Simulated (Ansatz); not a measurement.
The inner images of a band of H + H5NSi (8 atoms, charge 0, multiplicity 2) are given out of order.

The calculation used Ansatz 0.2.0, UKS PBE0-D4/6-31G*.

First end point:

```xyz
8
Properties=species:S:1:pos:R:3
Si 0.077 0.000 -0.187
H 0.015 -0.001 1.310
N 1.652 0.000 -0.909
H 2.224 -0.829 -0.822
H 2.225 0.829 -0.821
H -0.635 1.222 -0.653
H -0.636 -1.221 -0.654
H -0.149 -0.001 3.972
```

Last end point:

```xyz
8
Properties=species:S:1:pos:R:3
Si 0.100 0.001 -0.404
H -0.156 -0.001 2.902
N 1.699 0.000 -1.093
H 2.269 -0.830 -0.991
H 2.270 0.830 -0.992
H -0.595 1.225 -0.915
H -0.595 -1.223 -0.914
H -0.218 -0.002 3.645
```

Problem. Put them in order from the first end to the last, with their energies above the first end.
A.
```xyz
8
Properties=species:S:1:pos:R:3
Si 0.077 0.000 -0.088
H 0.004 0.000 1.902
N 1.642 0.000 -0.837
H 2.211 -0.831 -0.736
H 2.211 0.830 -0.735
H -0.656 1.232 -0.502
H -0.655 -1.232 -0.501
H -0.061 0.000 2.733
```
B.
```xyz
8
Properties=species:S:1:pos:R:3
Si 0.073 0.000 -0.130
H 0.026 -0.001 1.369
N 1.641 0.000 -0.865
H 2.214 -0.830 -0.784
H 2.215 0.829 -0.782
H -0.644 1.223 -0.586
H -0.644 -1.222 -0.588
H -0.107 0.000 3.604
```
C.
```xyz
8
Properties=species:S:1:pos:R:3
Si 0.073 0.000 -0.074
H 0.047 -0.001 1.434
N 1.631 0.000 -0.828
H 2.204 -0.830 -0.754
H 2.206 0.829 -0.750
H -0.652 1.225 -0.513
H -0.651 -1.224 -0.515
H -0.086 0.000 3.236
```
D.
```xyz
8
Properties=species:S:1:pos:R:3
Si 0.074 0.000 -0.250
H -0.062 0.000 2.421
N 1.665 0.000 -0.954
H 2.235 -0.829 -0.843
H 2.236 0.829 -0.841
H -0.634 1.226 -0.732
H -0.634 -1.226 -0.735
H -0.108 0.000 3.170
```
E.
```xyz
8
Properties=species:S:1:pos:R:3
Si 0.073 0.000 -0.023
H 0.042 0.000 1.544
N 1.625 0.000 -0.787
H 2.198 -0.831 -0.731
H 2.200 0.831 -0.729
H -0.652 1.228 -0.454
H -0.652 -1.227 -0.456
H -0.059 -0.001 2.871
```
F.
```xyz
8
Properties=species:S:1:pos:R:3
Si 0.078 0.000 -0.172
H -0.027 0.000 2.176
N 1.655 0.000 -0.907
H 2.223 -0.829 -0.783
H 2.224 0.829 -0.781
H -0.648 1.229 -0.616
H -0.649 -1.229 -0.616
H -0.083 0.000 2.936
```
G.
```xyz
8
Properties=species:S:1:pos:R:3
Si 0.080 0.000 -0.330
H -0.102 -0.001 2.663
N 1.680 0.000 -1.015
H 2.250 -0.830 -0.910
H 2.250 0.830 -0.908
H -0.616 1.225 -0.835
H -0.616 -1.224 -0.837
H -0.153 -0.001 3.408
```

Solution. B (+0.006 eV), C (+0.033 eV), E (+0.072 eV), A (-0.271 eV), F (-0.479 eV), D (-0.570 eV), G (-0.604 eV).

The run took 110 s on 1 thread of Arm Neoverse V1, with other jobs on the host, peak memory 0.12 GiB.
